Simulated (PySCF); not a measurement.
# How methods differ on the ionisation energy of Ne

Ne [Ne] (1S) → Ne⁺ [He] 2s2 2p5 (2P), as a difference of total energies. Calculation: PySCF 2.14, in dyall-av3z (15s9p3d2f, 71 functions); no relativity, point nucleus. Correlated levels: valence: 1s2 frozen; virtual orbitals above 40 to 60 times the deepest correlated orbital energy dropped. The calculations carry no spin-orbit coupling.

| method | ionisation energy (eV) |
| --- | --- |
| UHF | 19.662 |
| MP2 (valence) | 21.642 |
| SCS-MP2 (valence) | 21.496 |
| CCSD (valence) | 21.369 |
| CCSD(T) (valence) | 21.439 |

A first-order spin-orbit estimate (lowest level to lowest level, LS coupling) adds -0.033 eV.

Errors of the correlated levels include the incompleteness of this basis and the frozen core.

Question: Which method comes closest to the reference value, and which is furthest?

Answer: The reference is 21.565 eV (measured; NIST Atomic Spectra Database, ionization energies). Closest: MP2 (valence) (error 0.044 eV); furthest: UHF (error -1.936 eV), both after the spin-orbit estimate.
